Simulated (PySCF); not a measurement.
Static polarisabilities and like-pair C6 coefficients by linear response at wB97X-D/def2-SVPD (PySCF, frozen core in the response, non-relativistic, gas phase), PBE0-D3(BJ)/def2-SVP geometries, one conformer each; atomic units unless stated. Spin–orbit coupling is left out although an atom past zinc is present.

```tsv
label	species	α	C6
P	`O=C(O)c1ccc(Br)cc1` (C7H5BrO2)	112.1	4549
Q	`c1c(c(ccc1)O)C=O` (C7H6O2)	90.2	2990
R	`C=C(C)[C@@H]1C[C@@H]1[GeH3]` (C6H12Ge)	100.3	3888
S	`C=C([CH2][GeH3])C1CC1` (C6H12Ge)	101.8	3940
T	`C=P` (CH3P)	39.6	514.3
```

Question: Estimate the unlike-pair coefficients by the rule C6(AB) = 2·C6(AA)·C6(BB) / [C6(AA)·αB/αA + C6(BB)·αA/αB], and compare with the geometric mean, for PQ, PR, PS, PT, QR, RS, RT and ST.

Answer: 
```tsv
pair	combination rule	geometric mean	ratio
PQ	3688	3688	1.000
PR	4203	4206	0.999
PS	4232	4234	1.000
PT	1528	1530	0.999
QR	3408	3409	1.000
RS	3914	3914	1.000
RT	1409	1414	0.997
ST	1419	1424	0.997
```

The rule is exact for one-pole polarisabilities and never exceeds the geometric mean; the two meet where both partners have the same effective excitation energy. These unlike-pair values are estimates, not computed integrals.
